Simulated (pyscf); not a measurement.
Cl–Ge•(Cl)–Cl + H₂ → Cl–GeH•–Cl + HCl (four-centre exchange; doublet surface; Cl–Ge, H–H broken, Ge–H, Cl–H formed). Optimised with ωB97X-D3(BJ)/def2-SVP in PySCF. Energies in kJ/mol from the separated reactants.

```csv
level,barrier,reaction energy
PBE/def2-TZVP,148.5,+63.2
r²SCAN/def2-TZVP,168.0,+66.3
B3LYP-D3(BJ)/def2-TZVP,___,+65.9
PBE0-D3(BJ)/def2-TZVP,___,___
ωB97M-D3(BJ)/def2-TZVP,187.1,+56.6
HF/def2-TZVP,270.8,+42.6
```

**Question.** Fill in the missing entries.

**Answer.** 
- B3LYP-D3(BJ)/def2-TZVP, barrier: 171.8
- PBE0-D3(BJ)/def2-TZVP, barrier: 167.1
- PBE0-D3(BJ)/def2-TZVP, reaction energy: +60.7

The functionals in the table span 38.6 kJ/mol in this barrier, from PBE to ωB97M-D3(BJ). The same reactants have a lower exit, to Cl–GeH(Cl)–Cl + H• (barrier +115.2 kJ/mol at ωB97M-D3(BJ), against +187.1 kJ/mol here). This is the saddle that the search found; another between the same sides may lie lower. Elements up to Kr have no core potential and no relativistic terms here.
